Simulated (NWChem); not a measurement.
**Correlation energy of P**

```xyz
1

P      0.0000     0.0000     0.0000
```
Charge 0, spin multiplicity 4.

All runs are NWChem calculations.

Basis set: cc-pVQZ. Each correlation energy counts from its own Hartree-Fock reference.

The correlated methods keep 5 core orbitals frozen. No SCF solution was tested for a lower state. Open-shell Hartree-Fock references start from PBE0 orbitals. No row is a measurement; the coupled-cluster row has its own basis-set and correlation limits.

| method | correlation energy (mHa) |
|---|---|
| URI-MP2 | -88.9 |
| UMP2 | -88.9 |
| SCS-UMP2 | [?] |
| CCSD on UHF | [?] |
| CCSD[T] on UHF | -109.2 |
| CCSD(T) on UHF | -109.2 |
| CCSD on ROHF | [?] |
| CCSD[T] on ROHF | -110.0 |
| CCSD(T) on ROHF | -110.0 |

Problem. Complete the blanks.

Solution. 
- SCS-UMP2, correlation energy (mHa): -86.1
- CCSD on UHF, correlation energy (mHa): -104.7
- CCSD on ROHF, correlation energy (mHa): -105.0
